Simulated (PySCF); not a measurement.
Compound: nitrogen trifluoride, NF3.
Z-matrix (Å and degrees, PBE0-D3(BJ)/def2-SVP geometry), rows numbered from 1:
```
F 
N   1  1.3521
F   2  1.3518  1  102.45
F   2  1.3516  1  102.52  3   105.98
```

Level of theory: PySCF, PBE0-D3(BJ)/def2-SVP geometry optimisation, gas phase.

Masses are those of the commonest isotopes; rigid-rotor values at the optimised geometry. 

Problem. What are A, B and C (cm⁻¹)?

Solution. Ia = 46.08, Ib = 46.14, Ic = 84.44 u·Å²; 505379 MHz·u·Å²/I gives 10968, 10954 and 5985 MHz, that is A = 0.36586, B = 0.36538, C = 0.19965 cm⁻¹.

Problem. Classify the top.

Solution. An oblate symmetric top, as the point group C3v requires two equal moments; the computed ones differ by 0.13 % because the geometry is symmetric only within the optimiser's tolerance: κ = (2 × 10954 − 10968 − 5985)/(10968 − 5985) = 0.99.

Problem. Is it planar, by Δ = Ic − Ia − Ib?

Solution. Not planar: Δ = Ic − Ia − Ib = -7.78 u·Å². For a rigid frame Δ = −2 Σ m c², so Σ m c² = 3.89 u·Å² lies off the ab plane. The atom farthest from that plane is 0.47 Å away.

Problem. Give the other two planar moments, Paa and Pbb, and the rms extents of the mass along the axes.

Solution. Paa = Σ m a² = (Ib + Ic − Ia)/2 = 42.25 and Pbb = Σ m b² = (Ia + Ic − Ib)/2 = 42.19 u·Å². With the mass M = 71.00 u, the rms extents √(P/M) along a, b and c are 0.77, 0.77, 0.23 Å.

The dipole components are |μa| = 0.00 D, |μb| = 0.00 D, |μc| = 0.06 D.

Problem. Estimate the classical rotational partition function at 10 K, 50 K and 500 K.

Solution. Point group C3v, symmetry number σ = 3; q = (√π/σ)·√((kT/h)³/(ABC)), k/h = 20836.6 MHz/K: 66.3 at 10 K, 741 at 50 K, 23400 at 500 K.

Whether it is a minimum is left open (no frequencies). No vibrational averaging or centrifugal distortion is included, and the geometry carries the error of its method.
